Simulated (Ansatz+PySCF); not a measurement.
**singlet LiF: levels of theory in one basis**

```xyz
2

Li    0.0000    0.0000   -1.1490
F     0.0000    0.0000    0.3830
```

Basis set: STO-3G (spherical functions). Frozen core: 1 orbital. Charge 0, multiplicity 1.

Computed with Ansatz (development build ahead of 0.2.0) and PySCF 2.14.0; each method stands on the lowest determinant of its kind that the runs found.

```csv
method,E − E(RHF) (eV),<S²> of the determinant
RHF,0.00,–
RHF-MP2,-1.60,–
RHF-CCSD(T),-1.95,–
full CI (lowest root of this spin),-1.93,–
```

(1) What does RHF-CCSD give on the same scale?

Answers

(1) -1.49 eV.

Caution for RHF-MP2, RHF-CCSD, RHF-CCSD(T): large share of triples, a single reference is doubtful.
